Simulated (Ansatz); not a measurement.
Ge–NH2, quartet in cc-pVDZ: errors against UCCSDT(Q)

Geometry: a point of a stretch scan, not a stationary point.

```xyz
4

Ge    0.0000    0.0000    4.0455
N     0.0000    0.0000   -0.9525
H     0.0000    0.8309   -1.5465
H     0.0000   -0.8309   -1.5465
```

Basis cc-pVDZ; Ansatz 0.2.0. Only valence electrons are correlated (noble-gas cores and the filled d shells of p-block atoms frozen), which leaves 11 electrons in 36 orbitals. Prefix R: restricted or restricted open-shell reference; prefix U: unrestricted. Active spaces: pair = (5e, 5o) about the gap; valence = (11e, 10o) chosen from the atoms' valence shells. No spin–orbit coupling is included, and no scalar relativity.

Full CI isn't at hand for all of this; UCCSDT(Q) serves as the reference, and is uncertain by about the last step of the cluster series. The frozen core follows each run's orbitals, which can shift R against U totals by a few meV for light atoms and by up to 0.1 eV past Ca.

- UHF ⟨S²⟩: 3.767
- T1 diagnostic (RCCSD): 0.0156
- largest doubles amplitude (RCCSD): 0.097
- T1 diagnostic (UCCSD): 0.0071

```json
{"level": "UHF", "E − E(UCCSDT(Q)) (meV)": "6061", "share of correlation (%)": "3.33", "wall time": "–"}
{"level": "UMP2", "E − E(UCCSDT(Q)) (meV)": "1075", "share of correlation (%)": "82.85", "wall time": "–"}
{"level": "UCCSD", "E − E(UCCSDT(Q)) (meV)": "112", "share of correlation (%)": "98.21", "wall time": "–"}
{"level": "UCCSD(T)", "E − E(UCCSDT(Q)) (meV)": "23", "share of correlation (%)": "99.64", "wall time": "14 s"}
{"level": "UCCSDT", "E − E(UCCSDT(Q)) (meV)": "7", "share of correlation (%)": "99.89", "wall time": "–"}
```

The correlation energy at UCCSDT(Q), counted from RHF, is -6.269 eV. That run took 29 s on 1 thread of Arm Neoverse V1, shared host.

Run but not shown, since their state or frozen core can't be matched to the reference's or they repeat it: RHF, RMP2, CISD, RCCSD, RCCSD(T), BCCD(T), RCCSDT, RCCSDT(Q), CASSCF (pair space), NEVPT2 (pair space), MRCISD (pair space), MRCISD+Q (pair space), CASSCF (valence space), NEVPT2 (valence space), MRCISD (valence space), MRCISD+Q (valence space).

Times hold each run's SCF and search for its determinant on a shared host, so for small cases they say little of a method's own cost; they ran on 1 thread of Arm Neoverse V1.

Natural occupations of CASSCF (valence space) about the gap: 1.978 1.976 1.967 1.000 1.000 1.000 0.033 0.024 0.024; effectively unpaired electrons, Σ n²(2−n)², 3.02.
